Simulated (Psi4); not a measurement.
**SiHF (SMILES F[SiH]): B3LYP/6-31G(d) (spherical functions)**

Aim: the vertical electron affinity of SiHF at B3LYP/6-31G* (spherical functions), from 2 runs. 

The results are computed with Psi4 1.11.

## Step 1: The structure to begin with

The species is SiHF (3 atoms), meant as a singlet with charge 0. As SMILES, `F[SiH]`. The coordinates come from a PBE0-D4/def2-TZVP relaxation.

Bond lengths: F1–Si2 1.612 Å, Si2–H3 1.541 Å. Angles: F1–Si2–H3 96.3°.

## Step 2: Energy and forces at B3LYP/6-31G(d) (spherical functions)

Contents of job.dat:

```
memory 1600 MB

molecule system {
  0 1
  F     -2.06017942     0.04610932    -1.13818204
  Si     0.35300084     1.18939362     0.32843440
  H      1.68639159    -1.35795719     0.78480326
  units au
  symmetry c1
  no_reorient
  no_com
}

set {
  basis                6-31G*
  puream               true
  e_convergence        1e-09
  d_convergence        1e-08
  scf_type             pk
  dft_radial_points    99
  dft_spherical_points 590
}

E, wfn = gradient('b3lyp', return_wfn=True)
oeprop(wfn, 'DIPOLE', 'QUADRUPOLE', 'LOWDIN_CHARGES', title='B3LYP')
```

Started as:

```sh
$ psi4 job.dat job.out -n 1
```

job.out:

```text
[...]
  Running in c1 symmetry.
[...]
  Nuclear repulsion =   48.194575458699973
[...]
  Multiplicity = 1
[...]
  Nalpha       = 12
  Nbeta        = 12
[...]
    Number of basis functions: 34
[...]
   @RKS iter   1:  -389.87317375934765   -4.10360e-01   1.09533e-02 DIIS/ADIIS
[...]
   @RKS iter  10:  -389.92213237125782    2.84217e-13   9.53216e-10 DIIS
[...]
    Orbital Energies [Eh]
    ---------------------
    Doubly Occupied:
       1A    -66.169780     2A    -24.686865     3A     -5.323526
       4A     -3.685517     5A     -3.681152     6A     -3.675844
       7A     -1.180534     8A     -0.536964     9A     -0.441342
      10A     -0.433657    11A     -0.398768    12A     -0.242930
[...]
  @RKS Final Energy:  -389.92213237125782
   => Energetics <=
    Nuclear Repulsion Energy =             48.1945754586999726
    One-Electron Energy =                -637.0216039288727643
    Two-Electron Energy =                 224.5270255599543816
    DFT Exchange-Correlation Energy =     -25.6221294610394423
    Empirical Dispersion Energy =           0.0000000000000000
    VV10 Nonlocal Energy =                  0.0000000000000000
    Total Energy =                       -389.9221323712578169
[...]
  -Total Gradient:
     Atom            X                  Y                   Z
    ------   -----------------  -----------------  -----------------
       1        0.008105254203     0.001914837894     0.004711613887
       2       -0.005925420674    -0.002587336366    -0.003576699303
       3       -0.002176585988     0.000673754641    -0.001132972330
[...]
 Multipole Moments:
 ------------------------------------------------------------------------------------
     Multipole            Electronic (a.u.)      Nuclear  (a.u.)        Total (a.u.)
 ------------------------------------------------------------------------------------
 L = 1.  Multiply by 2.5417464519 to convert [e a0] to [Debye]
 Dipole X            :         12.1966219          -11.9132114            0.2834105
 Dipole Y            :        -15.6661357           15.7085374            0.0424017
 Dipole Z            :          5.0227670           -4.8607535            0.1620135
 Magnitude           :                                                    0.3291926
 L = 2.  Multiply by 1.3450342976 to convert [e a0^2] to [Debye ang]
 Quadrupole XX       :        -56.7966303           42.7875041          -14.0091262
 Quadrupole XY       :         -2.6135213            2.7330084            0.1194871
[...]
```

It took 3 s on 1 thread of Intel Xeon 6975P-C (Granite Rapids), shared host; peak memory 0.37 GiB.

## Step 3: The doublet anion

Contents of calc.in:

```
memory 1600 MB

molecule m {
  -1 2
  F
  Si 1 R2
  H 2 R3 1 A3

  R2 = 1.612168
  R3 = 1.540551
  A3 = 96.30929
  symmetry c1
}

set {
  basis                6-31G*
  reference            uks
  puream               true
  e_convergence        1e-09
  d_convergence        1e-08
  scf_type             pk
  dft_radial_points    99
  dft_spherical_points 590
  maxiter              200
}

e_tot, wfn = gradient("b3lyp", return_wfn=True)
oeprop(wfn, "QUADRUPOLE", "WIBERG_LOWDIN_INDICES", "DIPOLE", title="B3LYP")
```

Started as:

```sh
$ psi4 -i calc.in -o calc.out -n 1
```

calc.out (excerpt; [...] marks lines left out):

```text
[...]
  Running in c1 symmetry.
[...]
  Nuclear repulsion =   48.194571950340311
[...]
  Multiplicity = 2
[...]
  Nalpha       = 13
  Nbeta        = 12
[...]
    Number of basis functions: 34
[...]
   @UKS iter   1:  -389.82197148876821   -3.59158e-01   1.32950e-02 ADIIS/DIIS
[...]
   @UKS iter  12:  -389.92738347243238    0.00000e+00   1.97129e-09 DIIS
[...]
   @S^2 Observed:                7.531603272E-01
[...]
  @UKS Final Energy:  -389.92738347243238
   => Energetics <=
    Nuclear Repulsion Energy =             48.1945719503403112
    One-Electron Energy =                -643.6501682632595021
    Two-Electron Energy =                 231.3631539134154593
    DFT Exchange-Correlation Energy =     -25.8349410729286824
    Empirical Dispersion Energy =           0.0000000000000000
    VV10 Nonlocal Energy =                  0.0000000000000000
    Total Energy =                       -389.9273834724324388
[...]
  -Total Gradient:
     Atom            X                  Y                   Z
    ------   -----------------  -----------------  -----------------
       1        0.002816087234    -0.050263850400    -0.000000000000
       2        0.008841140880     0.046005767657    -0.000000000000
       3       -0.011656928858     0.004254023419     0.000000000000
[...]
 Multipole Moments:
 ------------------------------------------------------------------------------------
     Multipole            Electronic (a.u.)      Nuclear  (a.u.)        Total (a.u.)
 ------------------------------------------------------------------------------------
 L = 1.  Multiply by 2.5417464519 to convert [e a0] to [Debye]
 Dipole X            :         -1.3483639            1.4349602            0.0865963
 Dipole Y            :          2.5630735           -1.6896620            0.8734116
 Dipole Z            :          0.0000000            0.0000000            0.0000000
 Magnitude           :                                                    0.8776940
 L = 2.  Multiply by 1.3450342976 to convert [e a0^2] to [Debye ang]
 Quadrupole XX       :        -27.1370558            8.1097715          -19.0272843
 Quadrupole XY       :          3.5770442           -4.2939996           -0.7169554
[...]
```

It took 4.8 s on 1 thread of Intel Xeon 6975P-C (Granite Rapids), shared host; peak memory 0.37 GiB.

## Step 4: What came out

At B3LYP/6-31G* (spherical functions):

```
                                         quantity          value
                       singlet SiHF: total energy  -389.92213 Eh
                      singlet SiHF: dipole moment         0.84 D
                        singlet SiHF: HOMO energy       -6.61 eV
                        singlet SiHF: LUMO energy       -2.65 eV
                      singlet SiHF: HOMO–LUMO gap        3.96 eV
           singlet SiHF: largest force on an atom     0.492 eV/Å
                      doublet anion: total energy  -389.92738 Eh
doublet anion: HOMO energy (highest over α and β)        2.40 eV
 doublet anion: LUMO energy (lowest over α and β)        4.91 eV
                              doublet anion: ⟨S²⟩          0.753
          doublet anion: largest force on an atom     2.589 eV/Å
vertical electron affinity (to the doublet anion)       0.143 eV
```

What this shows: At fixed nuclei the extra electron is bound by 0.14 eV (13.8 kJ/mol). The basis has no diffuse functions, so the error can be as large as this value. The largest force (singlet SiHF) is 0.49 eV/Å: the shape isn't a stationary point for this species at this level. The HOMO (doublet anion) lies at positive energy, 2.40 eV; only total energies tell whether the electron is bound.
